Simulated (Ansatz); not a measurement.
Ansatz (a first-principles code) input (B3LYP-D3(BJ)/def2-TZVP):

Ansatz 0.2 input:
```yaml
crystal:
  periodic: [false, false, false]
  atoms:
    - {symbol: C, position_ang: [0.63874074, 1.89342072, 0.00195313]}
    - {symbol: C, position_ang: [0.70759502, 0.41078658, -0.00085840]}
    - {symbol: C, position_ang: [-0.67868192, -0.27216770, 0.00012135]}
    - {symbol: C, position_ang: [-0.57821489, -1.79458016, -0.00101925]}
    - {symbol: H, position_ang: [-1.56665414, -2.25771799, 0.00015324]}
    - {symbol: H, position_ang: [0.51105224, 2.44129269, 0.92609949]}
    - {symbol: H, position_ang: [0.56597606, 2.44963775, -0.92296600]}
    - {symbol: H, position_ang: [-0.04027726, -2.15383375, 0.87959394]}
    - {symbol: H, position_ang: [-0.04295922, -2.15268690, -0.88372300]}
    - {symbol: H, position_ang: [1.25830305, 0.06017311, -0.88002076]}
    - {symbol: H, position_ang: [1.25857447, 0.05724931, 0.87754096]}
    - {symbol: H, position_ang: [-1.24137110, 0.06620165, -0.87423145]}
    - {symbol: H, position_ang: [-1.23927780, 0.06492752, 0.87637274]}
basis:
  gaussian:
    orbitals: def2-TZVP
hamiltonian:
  xc: b3lyp
  dispersion: d3bj
magnetization: {spin_polarized: true, initial_magnetization: 1}
phonons: {temperatures: {t_min: 298.15, t_max: 298.15, t_step: 100}}
```

Output:

```
Functional definition: B3LYP
integrals: 0.08 GiB planned
1116 factors; their error is unknown
mean field: 0.99 GiB planned
mean field evaluation 1: about -4283.6118 eV, gradient 4.9e1 eV
mean field evaluation 2: about -4275.4307 eV, gradient 6.2e1 eV
mean field evaluation 4: about -4295.2578 eV, gradient 3.2e0 eV
mean field evaluation 8: about -4295.2761 eV, gradient 6.9e-2 eV
mean field evaluation 16: about -4295.2761 eV, gradient 1.7e-5 eV
mean field -4295.27610795 eV, -157.8484855245 hartree, gradient 1.7e-5 eV, S^2 0.753943; 0 other end points of the search recorded, 0 dependent functions left out
the calculation of the forces begins
reference -4295.27639803 eV, -157.8484961848 hartree; 17, 16 occupied and 161, 162 virtual orbitals, 1116 factors
these checks for a lower state are left out or cut short: stability, starts, cluster_reference, orbital_swaps, neighbouring_geometries, increment
integrals: 0.08 GiB planned
1116 factors; their error is unknown
mean field: 0.99 GiB planned
mean field -4295.27611104 eV, -157.8484856380 hartree, gradient 2.6e-6 eV, S^2 0.753940; 0 other end points of the search recorded, 0 dependent functions left out
the calculation of the forces begins
reference -4295.27640111 eV, -157.8484962981 hartree; 17, 16 occupied and 161, 162 virtual orbitals, 1116 factors
these checks for a lower state are left out or cut short: stability, starts, cluster_reference, orbital_swaps, neighbouring_geometries, increment
integrals: 0.08 GiB planned
1116 factors; their error is unknown
mean field: 0.99 GiB planned
mean field -4295.27606322 eV, -157.8484838807 hartree, gradient 2.5e-6 eV, S^2 0.753945; 0 other end points of the search recorded, 0 dependent functions left out
the calculation of the forces begins
reference -4295.27635331 eV, -157.8484945411 hartree; 17, 16 occupied and 161, 162 virtual orbitals, 1116 factors
these checks for a lower state are left out or cut short: stability, starts, cluster_reference, orbital_swaps, neighbouring_geometries, increment
integrals: 0.08 GiB planned
1116 factors; their error is unknown
mean field: 0.99 GiB planned
mean field evaluation 32: about -4295.3043 eV, gradient 4.2e-1 eV
mean field -4295.27599769 eV, -157.8484814725 hartree, gradient 2.5e-6 eV, S^2 0.753938; 0 other end points of the search recorded, 0 dependent functions left out
the calculation of the forces begins
reference -4295.27628770 eV, -157.8484921302 hartree; 17, 16 occupied and 161, 162 virtual orbitals, 1116 factors
these checks for a lower state are left out or cut short: stability, starts, cluster_reference, orbital_swaps, neighbouring_geometries, increment
integrals: 0.08 GiB planned
1116 factors; their error is unknown
mean field: 0.99 GiB planned
mean field -4295.27589196 eV, -157.8484775869 hartree, gradient 2.6e-6 eV, S^2 0.753948; 0 other end points of the search recorded, 0 dependent functions left out
the calculation of the forces begins
reference -4295.27618211 eV, -157.8484882498 hartree; 17, 16 occupied and 161, 162 virtual orbitals, 1116 factors
these checks for a lower state are left out or cut short: stability, starts, cluster_reference, orbital_swaps, neighbouring_geometries, increment
integrals: 0.08 GiB planned
1116 factors; their error is unknown
mean field: 0.99 GiB planned
mean field -4295.27591897 eV, -157.8484785795 hartree, gradient 2.5e-6 eV, S^2 0.753943; 0 other end points of the search recorded, 0 dependent functions left out
the calculation of the forces begins
reference -4295.27620904 eV, -157.8484892395 hartree; 17, 16 occupied and 161, 162 virtual orbitals, 1116 factors
these checks for a lower state are left out or cut short: stability, starts, cluster_reference, orbital_swaps, neighbouring_geometries, increment
integrals: 0.08 GiB planned
[...]
mean field -4295.27605252 eV, -157.8484834873 hartree, gradient 2.6e-6 eV, S^2 0.753943; 0 other end points of the search recorded, 0 dependent functions left out
the calculation of the forces begins
reference -4295.27634263 eV, -157.8484941489 hartree; 17, 16 occupied and 161, 162 virtual orbitals, 1116 factors
these checks for a lower state are left out or cut short: stability, starts, cluster_reference, orbital_swaps, neighbouring_geometries, increment
integrals: 0.08 GiB planned
1116 factors; their error is unknown
mean field: 1.00 GiB planned
mean field -4295.27602493 eV, -157.8484824734 hartree, gradient 2.5e-6 eV, S^2 0.753942; 0 other end points of the search recorded, 0 dependent functions left out
the calculation of the forces begins
reference -4295.27631497 eV, -157.8484931323 hartree; 17, 16 occupied and 161, 162 virtual orbitals, 1116 factors
these checks for a lower state are left out or cut short: stability, starts, cluster_reference, orbital_swaps, neighbouring_geometries, increment
integrals: 0.08 GiB planned
1116 factors; their error is unknown
mean field: 0.99 GiB planned
mean field evaluation 480: about -4295.3044 eV, gradient 4.1e-1 eV
mean field -4295.27604426 eV, -157.8484831840 hartree, gradient 2.5e-6 eV, S^2 0.753943; 0 other end points of the search recorded, 0 dependent functions left out
the calculation of the forces begins
reference -4295.27633432 eV, -157.8484938433 hartree; 17, 16 occupied and 161, 162 virtual orbitals, 1116 factors
these checks for a lower state are left out or cut short: stability, starts, cluster_reference, orbital_swaps, neighbouring_geometries, increment
integrals: 0.08 GiB planned
1116 factors; their error is unknown
mean field: 0.99 GiB planned
mean field -4295.27609685 eV, -157.8484851165 hartree, gradient 2.6e-6 eV, S^2 0.753943; 0 other end points of the search recorded, 0 dependent functions left out
the calculation of the forces begins
reference -4295.27638696 eV, -157.8484957778 hartree; 17, 16 occupied and 161, 162 virtual orbitals, 1116 factors
these checks for a lower state are left out or cut short: stability, starts, cluster_reference, orbital_swaps, neighbouring_geometries, increment
integrals: 0.08 GiB planned
1116 factors; their error is unknown
mean field: 0.99 GiB planned
mean field -4295.27608237 eV, -157.8484845846 hartree, gradient 2.6e-6 eV, S^2 0.753943; 0 other end points of the search recorded, 0 dependent functions left out
the calculation of the forces begins
reference -4295.27637246 eV, -157.8484952452 hartree; 17, 16 occupied and 161, 162 virtual orbitals, 1116 factors
these checks for a lower state are left out or cut short: stability, starts, cluster_reference, orbital_swaps, neighbouring_geometries, increment
integrals: 0.08 GiB planned
1116 factors; their error is unknown
mean field: 0.99 GiB planned
mean field -4295.27608467 eV, -157.8484846690 hartree, gradient 2.5e-6 eV, S^2 0.753942; 0 other end points of the search recorded, 0 dependent functions left out
the calculation of the forces begins
reference -4295.27637474 eV, -157.8484953289 hartree; 17, 16 occupied and 161, 162 virtual orbitals, 1116 factors
these checks for a lower state are left out or cut short: stability, starts, cluster_reference, orbital_swaps, neighbouring_geometries, increment
integrals: 0.08 GiB planned
1116 factors; their error is unknown
mean field: 0.99 GiB planned
mean field evaluation 512: about -4295.2760 eV, gradient 5.6e-3 eV
mean field -4295.27602364 eV, -157.8484824261 hartree, gradient 2.5e-6 eV, S^2 0.753943; 0 other end points of the search recorded, 0 dependent functions left out
the calculation of the forces begins
reference -4295.27631368 eV, -157.8484930850 hartree; 17, 16 occupied and 161, 162 virtual orbitals, 1116 factors
these checks for a lower state are left out or cut short: stability, starts, cluster_reference, orbital_swaps, neighbouring_geometries, increment
integrals: 0.08 GiB planned
1116 factors; their error is unknown
mean field: 0.99 GiB planned
mean field -4295.27605227 eV, -157.8484834783 hartree, gradient 2.6e-6 eV, S^2 0.753943; 0 other end points of the search recorded, 0 dependent functions left out
the calculation of the forces begins
reference -4295.27634239 eV, -157.8484941398 hartree; 17, 16 occupied and 161, 162 virtual orbitals, 1116 factors
these checks for a lower state are left out or cut short: stability, starts, cluster_reference, orbital_swaps, neighbouring_geometries, increment
integrals: 0.08 GiB planned
1116 factors; their error is unknown
mean field: 0.99 GiB planned
mean field -4295.27604410 eV, -157.8484831780 hartree, gradient 2.5e-6 eV, S^2 0.753943; 0 other end points of the search recorded, 0 dependent functions left out
the calculation of the forces begins
reference -4295.27633415 eV, -157.8484938373 hartree; 17, 16 occupied and 161, 162 virtual orbitals, 1116 factors
these checks for a lower state are left out or cut short: stability, starts, cluster_reference, orbital_swaps, neighbouring_geometries, increment
integrals: 0.08 GiB planned
1116 factors; their error is unknown
mean field: 0.99 GiB planned
mean field -4295.27609734 eV, -157.8484851344 hartree, gradient 2.6e-6 eV, S^2 0.753943; 0 other end points of the search recorded, 0 dependent functions left out
the calculation of the forces begins
reference -4295.27638744 eV, -157.8484957956 hartree; 17, 16 occupied and 161, 162 virtual orbitals, 1116 factors
these checks for a lower state are left out or cut short: stability, starts, cluster_reference, orbital_swaps, neighbouring_geometries, increment
integrals: 0.08 GiB planned
1116 factors; their error is unknown
mean field: 0.99 GiB planned
mean field -4295.27608251 eV, -157.8484845897 hartree, gradient 2.6e-6 eV, S^2 0.753943; 0 other end points of the search recorded, 0 dependent functions left out
the calculation of the forces begins
reference -4295.27637261 eV, -157.8484952503 hartree; 17, 16 occupied and 161, 162 virtual orbitals, 1116 factors
these checks for a lower state are left out or cut short: stability, starts, cluster_reference, orbital_swaps, neighbouring_geometries, increment
integrals: 0.08 GiB planned
1116 factors; their error is unknown
mean field: 0.99 GiB planned
mean field evaluation 544: about -4295.3050 eV, gradient 3.6e-4 eV
mean field -4295.27608467 eV, -157.8484846688 hartree, gradient 2.5e-6 eV, S^2 0.753942; 0 other end points of the search recorded, 0 dependent functions left out
the calculation of the forces begins
reference -4295.27637474 eV, -157.8484953288 hartree; 17, 16 occupied and 161, 162 virtual orbitals, 1116 factors
these checks for a lower state are left out or cut short: stability, starts, cluster_reference, orbital_swaps, neighbouring_geometries, increment
integrals: 0.08 GiB planned
1116 factors; their error is unknown
mean field: 1.00 GiB planned
mean field -4295.27605144 eV, -157.8484834478 hartree, gradient 2.6e-6 eV, S^2 0.753943; 0 other end points of the search recorded, 0 dependent functions left out
the calculation of the forces begins
reference -4295.27634155 eV, -157.8484941092 hartree; 17, 16 occupied and 161, 162 virtual orbitals, 1116 factors
these checks for a lower state are left out or cut short: stability, starts, cluster_reference, orbital_swaps, neighbouring_geometries, increment
integrals: 0.08 GiB planned
1116 factors; their error is unknown
mean field: 0.99 GiB planned
mean field -4295.27602406 eV, -157.8484824417 hartree, gradient 2.5e-6 eV, S^2 0.753943; 0 other end points of the search recorded, 0 dependent functions left out
the calculation of the forces begins
reference -4295.27631411 eV, -157.8484931008 hartree; 17, 16 occupied and 161, 162 virtual orbitals, 1116 factors
Total energy: -4295.64904118 eV, -157.8621905678 hartree
Atom 0 at     0.638741     1.893421     0.001953 Å, force     0.000082    -0.000419     0.000166 eV/Å
Atom 1 at     0.707595     0.410787    -0.000858 Å, force     0.000595     0.001619     0.000006 eV/Å
Atom 2 at    -0.678682    -0.272168     0.000121 Å, force    -0.000717    -0.000353    -0.000041 eV/Å
Atom 3 at    -0.578215    -1.794580    -0.001019 Å, force    -0.000485    -0.000382     0.000345 eV/Å
Atom 4 at    -1.566654    -2.257718     0.000153 Å, force     0.000306    -0.000053    -0.000075 eV/Å
Atom 5 at     0.511052     2.441293     0.926099 Å, force     0.000377    -0.000146    -0.000016 eV/Å
Atom 6 at     0.565976     2.449638    -0.922966 Å, force    -0.000275    -0.000098     0.000042 eV/Å
Atom 7 at    -0.040277    -2.153834     0.879594 Å, force     0.000070     0.000128     0.000014 eV/Å
Atom 8 at    -0.042959    -2.152687    -0.883723 Å, force     0.000143     0.000137    -0.000023 eV/Å
Atom 9 at     1.258303     0.060173    -0.880021 Å, force     0.000153    -0.000240    -0.000116 eV/Å
Atom 10 at     1.258574     0.057249     0.877541 Å, force    -0.000154    -0.000263    -0.000076 eV/Å
Atom 11 at    -1.241371     0.066202    -0.874231 Å, force     0.000044     0.000029    -0.000007 eV/Å
Atom 12 at    -1.239278     0.064928     0.876373 Å, force    -0.000138     0.000041    -0.000219 eV/Å
Dipole moment:    -0.045223    -0.061903    -0.000750 e Å
Vibrations: 56.05 125.54 240.66 260.34 402.65 547.11 738.98 805.89 869.66 953.02 1026.46 1066.68 1095.20 1198.36 1285.71 1298.56 1329.33 1360.77 1411.80 1467.79 1487.82 1493.53 1498.04 1508.30 3001.07 3024.87 3027.28 3031.43 3057.28 3087.55 3090.77 3141.44 3238.67 cm⁻¹, zero-point energy 3.175769 eV
```

It need not be the lowest isomer of its formula.
